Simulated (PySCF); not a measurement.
These are PBE-D3(BJ)/def2-TZVP // B3LYP-D3(BJ)/def2-TZVP (PySCF 2.14.0) values and carry that method's errors. Isolated molecules, 0 K electronic values unless said otherwise. 

Reference species (SMILES): `[F][Al]([Br])[Br]` (neutral, multiplicity 1).

The S1 oscillator strength is 0.009 and the LUMO comes out as -2.39 eV. The HOMO–LUMO gap is 5.21 eV.

Changed species: `[F][Al]([F])[F]` (0 of 3 F replaced by Br; the reference has 2 of 3 F replaced by Br).

Q: Give the shifts of the S1 oscillator strength, LUMO and HOMO–LUMO gap.

A: the S1 oscillator strength is nearly the same; the LUMO decreases by 0.03 eV, to -2.42 eV; the HOMO–LUMO gap increases by 1.99 eV, to 7.20 eV.
